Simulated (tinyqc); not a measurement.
ROHF in the sto-3g basis, for LiH+, spin multiplicity 2, step by step. One step of it, computed by the program tinyqc.

Question. Iteration 3: building the Fock matrix. J_ij = sum D_kl (ij|kl) with D = D(alpha) + D(beta), K_ij = sum D_kl (ik|jl) for each spin; F = H + J - K(s); E = tr D H + tr D J / 2 - 0.5 sum_s tr D(s) K(s) + E_nn.

D(alpha) after iteration 2:
```
            1Li 1s     1Li 2s   1Li 2px   1Li 2py    1Li 2pz      2H 1s
1Li 1s    1.002699  -0.022352  0.000000  0.000000  -0.025223  -0.080721
1Li 2s   -0.022352   0.138881  0.000000  0.000000   0.091830   0.282219
1Li 2px   0.000000   0.000000  0.000000  0.000000   0.000000   0.000000
1Li 2py   0.000000   0.000000  0.000000  0.000000   0.000000   0.000000
1Li 2pz  -0.025223   0.091830  0.000000  0.000000   0.060828   0.186976
2H 1s    -0.080721   0.282219  0.000000  0.000000   0.186976   0.574741
```

D(beta) after iteration 2:
```
            1Li 1s     1Li 2s   1Li 2px   1Li 2py    1Li 2pz      2H 1s
1Li 1s    0.991555   0.016947  0.000000  0.000000   0.000812  -0.000691
1Li 2s    0.016947   0.000290  0.000000  0.000000   0.000014  -0.000012
1Li 2px   0.000000   0.000000  0.000000  0.000000   0.000000   0.000000
1Li 2py   0.000000   0.000000  0.000000  0.000000   0.000000   0.000000
1Li 2pz   0.000812   0.000014  0.000000  0.000000   0.000001  -0.000001
2H 1s    -0.000691  -0.000012  0.000000  0.000000  -0.000001   0.000000
```

core Hamiltonian H = T + V (hartree):
```
            1Li 1s     1Li 2s    1Li 2px    1Li 2py    1Li 2pz      2H 1s
1Li 1s   -4.623684  -1.037049   0.000000   0.000000  -0.006971  -0.043186
1Li 2s   -1.037049  -1.317269   0.000000   0.000000  -0.076192  -0.303428
1Li 2px   0.000000   0.000000  -1.071658   0.000000   0.000000   0.000000
1Li 2py   0.000000   0.000000   0.000000  -1.071658   0.000000   0.000000
1Li 2pz  -0.006971  -0.076192   0.000000   0.000000  -1.126740  -0.433805
2H 1s    -0.043186  -0.303428   0.000000   0.000000  -0.433805  -1.119329
```

Two-electron integrals (ij|kl) in chemists' order, unique and non-zero (hartree):
```
(11|11) 1.680395   (21|11) 0.265420   (21|21) 0.049941   (22|11) 0.397727
(22|21) 0.092860   (22|22) 0.290562   (31|31) 0.008981   (32|31) 0.013788
(32|32) 0.064184   (33|11) 0.396640   (33|21) 0.092880   (33|22) 0.290497
(33|33) 0.312946   (41|41) 0.008981   (42|41) 0.013788   (42|42) 0.064184
(43|43) 0.016869   (44|11) 0.396640   (44|21) 0.092880   (44|22) 0.290497
(44|33) 0.279207   (44|44) 0.312946   (51|51) 0.008981   (52|51) 0.013788
(52|52) 0.064184   (53|53) 0.016869   (54|54) 0.016869   (55|11) 0.396640
(55|21) 0.092880   (55|22) 0.290497   (55|33) 0.279207   (55|44) 0.279207
(55|55) 0.312946   (61|11) 0.009955   (61|21) 0.001910   (61|22) 0.003708
(61|33) 0.003656   (61|44) 0.003656   (61|51) 0.000274   (61|52) 0.000540
(61|55) 0.003813   (61|61) 0.000083   (62|11) 0.057588   (62|21) 0.013772
(62|22) 0.050563   (62|33) 0.047531   (62|44) 0.047531   (62|51) 0.002035
(62|52) 0.016088   (62|55) 0.056577   (62|61) 0.000659   (62|62) 0.019606
(63|31) 0.000668   (63|32) 0.003986   (63|53) 0.001968   (63|63) 0.000868
(64|41) 0.000668   (64|42) 0.003986   (64|54) 0.001968   (64|64) 0.000868
(65|11) 0.082381   (65|21) 0.019781   (65|22) 0.074050   (65|33) 0.069036
(65|44) 0.069036   (65|51) 0.003125   (65|52) 0.024964   (65|55) 0.084005
(65|61) 0.000960   (65|62) 0.030393   (65|65) 0.047287   (66|11) 0.217575
(66|21) 0.052457   (66|22) 0.210297   (66|33) 0.193888   (66|44) 0.193888
(66|51) 0.006954   (66|52) 0.072476   (66|55) 0.242900   (66|61) 0.002494
(66|62) 0.110228   (66|65) 0.174289   (66|66) 0.774606
```

nuclear repulsion = 0.65276794 hartree

Give: Coulomb J; exchange K(alpha); exchange K(beta); F(alpha); F(beta); total energy of this density.

Answer.

Coulomb J (hartree):
```
         1Li 1s  1Li 2s  1Li 2px  1Li 2py  1Li 2pz   2H 1s
1Li 1s   3.6145  0.5924   0.0000   0.0000   0.0084  0.0228
1Li 2s   0.5924  1.0268   0.0000   0.0000   0.0711  0.2137
1Li 2px  0.0000  0.0000   1.0109   0.0000   0.0000  0.0000
1Li 2py  0.0000  0.0000   0.0000   1.0109   0.0000  0.0000
1Li 2pz  0.0084  0.0711   0.0000   0.0000   1.0518  0.3188
2H 1s    0.0228  0.2137   0.0000   0.0000   0.3188  1.0625
```

exchange K(alpha) (hartree):
```
         1Li 1s  1Li 2s  1Li 2px  1Li 2py  1Li 2pz   2H 1s
1Li 1s   1.6802  0.2709   0.0000   0.0000   0.0005  0.0110
1Li 2s   0.2709  0.1338   0.0000   0.0000   0.0863  0.1610
1Li 2px  0.0000  0.0000   0.0217   0.0000   0.0000  0.0000
1Li 2py  0.0000  0.0000   0.0000   0.0217   0.0000  0.0000
1Li 2pz  0.0005  0.0863   0.0000   0.0000   0.1085  0.1977
2H 1s    0.0110  0.1610   0.0000   0.0000   0.1977  0.5834
```

exchange K(beta) (hartree):
```
         1Li 1s  1Li 2s  1Li 2px  1Li 2py  1Li 2pz   2H 1s
1Li 1s   1.6752  0.2708   0.0000   0.0000   0.0003  0.0108
1Li 2s   0.2708  0.0527   0.0000   0.0000   0.0001  0.0022
1Li 2px  0.0000  0.0000   0.0094   0.0000   0.0000  0.0000
1Li 2py  0.0000  0.0000   0.0000   0.0094   0.0000  0.0000
1Li 2pz  0.0003  0.0001   0.0000   0.0000   0.0094  0.0003
2H 1s    0.0108  0.0022   0.0000   0.0000   0.0003  0.0001
```

F(alpha) (hartree):
```
          1Li 1s   1Li 2s  1Li 2px  1Li 2py  1Li 2pz    2H 1s
1Li 1s   -2.6894  -0.7155   0.0000   0.0000   0.0009  -0.0314
1Li 2s   -0.7155  -0.4243   0.0000   0.0000  -0.0914  -0.2507
1Li 2px   0.0000   0.0000  -0.0825   0.0000   0.0000   0.0000
1Li 2py   0.0000   0.0000   0.0000  -0.0825   0.0000   0.0000
1Li 2pz   0.0009  -0.0914   0.0000   0.0000  -0.1835  -0.3127
2H 1s    -0.0314  -0.2507   0.0000   0.0000  -0.3127  -0.6402
```

F(beta) (hartree):
```
          1Li 1s   1Li 2s  1Li 2px  1Li 2py  1Li 2pz    2H 1s
1Li 1s   -2.6844  -0.7154   0.0000   0.0000   0.0011  -0.0312
1Li 2s   -0.7154  -0.3432   0.0000   0.0000  -0.0052  -0.0919
1Li 2px   0.0000   0.0000  -0.0702   0.0000   0.0000   0.0000
1Li 2py   0.0000   0.0000   0.0000  -0.0702   0.0000   0.0000
1Li 2pz   0.0011  -0.0052   0.0000   0.0000  -0.0843  -0.1153
2H 1s    -0.0312  -0.0919   0.0000   0.0000  -0.1153  -0.0569
```

total energy of this density = -7.599132 hartree
